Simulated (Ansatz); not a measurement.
Which method gave which barrier?

Saddle point of CH6AlN, singlet (CH₆AlN ([CH3][AlH][NH2]) → AlNH₂ ([NH][AlH]) + CH₄; bonds formed: C2–H4; bonds broken: Al1–C2, N3–H4), PBE0-D4/def2-TZVP structure:

| atom | x (Å) | y (Å) | z (Å) |
| --- | --- | --- | --- |
| Al1 | -0.9624 | 0.0166 | -0.6764 |
| C2 | 0.4694 | 0.4407 | 0.8963 |
| N3 | 0.1166 | -1.1061 | -1.3149 |
| H4 | 0.6319 | -0.4129 | -0.0654 |
| H5 | -2.2501 | 0.9099 | -0.4787 |
| H6 | 1.4547 | 0.1708 | 1.2850 |
| H7 | 0.5073 | 1.5165 | 0.6956 |
| H8 | -0.2395 | 0.2405 | 1.7069 |
| H9 | 0.2721 | -1.7761 | -2.0484 |

Ansatz 0.2.0; basis: def2-TZVPP, with def2-QZVPP for the basis limit; cores frozen in the correlated methods. Extrapolation: Hartree–Fock as exp(−7.88 √X), correlation as X^−2.97. Four methods, as single points on the PBE0-D4 structures, gave these electronic barriers from the start structure: 66.55, 70.71, 81.06, 92.40 kcal/mol.

Question: The methods were, in alphabetical order, BHLYP-D4, HF, PBE-D4, r2SCAN-D4. Which gave which? (Judge from chemistry; the calculation decides.)

Answer: Computed: PBE-D4 66.55; r2SCAN-D4 70.71; BHLYP-D4 81.06; HF 92.40 kcal/mol. For comparison, CCSD(T) at an estimated basis limit (MP2 extrapolated from triple and quadruple zeta, plus CCSD(T) − MP2 in triple zeta) gives 74.56 kcal/mol.

The T1 diagnostic stays at or below 0.023.

Labels in which every atom is bracketed show which atoms are joined, not bond orders.

For scale, one of the runs: CCSD(T)/def2-TZVPP, 188 basis functions, launched by `ansatz run in.yaml --threads 2 --pin off --events-out ev --progress --plain --max-ram 4352MiB`. Time: 28 s of wall clock on 2 CPU threads of an Arm Neoverse V2; the host was shared. Peak host memory: 1.9 GiB.
